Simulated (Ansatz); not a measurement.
A made-up structure of NaAlH2, closed shell:

```json
{"atom": "Na1", "x (Å)": "0.2309", "y (Å)": "0.0119", "z (Å)": "0.0981"}
{"atom": "Al2", "x (Å)": "-2.4379", "y (Å)": "-0.1334", "z (Å)": "-1.0345"}
{"atom": "H3", "x (Å)": "1.3047", "y (Å)": "-1.5139", "z (Å)": "0.7304"}
{"atom": "H4", "x (Å)": "1.2815", "y (Å)": "1.6565", "z (Å)": "0.3670"}
```

It is relaxed with PBE-D4/def2-SVP and then PBE0-D4/def2-TZVP (Ansatz 0.2.0). Atoms count as bonded within 1.22 times the sum of their covalent radii (H–H: 0.88 Å). The end point is not checked to be a true minimum.

(1) Does its bonding change? (Judge from chemistry; the calculation decides.)

## Answers

(1) By the calculation: Yes. Formed: Al2–H3, Al2–H4; broken: none.

Where it ends: The first stage lowers the energy by 4.49 eV in 14 steps. It ends as NaAlH₂ ([H]1[Na]2[H][Al]12):
```tsv
atom	x (Å)	y (Å)	z (Å)
Na1	1.5699	0.0879	0.6660
Al2	-1.1871	-0.0665	-0.5036
H3	0.0071	-1.2148	0.1385
H4	-0.0108	1.2146	-0.1401
```

Labels in which every atom is bracketed show which atoms are joined, not bond orders.

For scale, one of the runs: PBE0-D4/def2-TZVP relaxation, 81 basis functions, launched by `ansatz run in.yaml --threads 2 --pin off --events-out ev --progress --plain --max-ram 4352MiB`. The run took about 9.5 s on 2 CPU threads of an Arm Neoverse N1 (shared host).
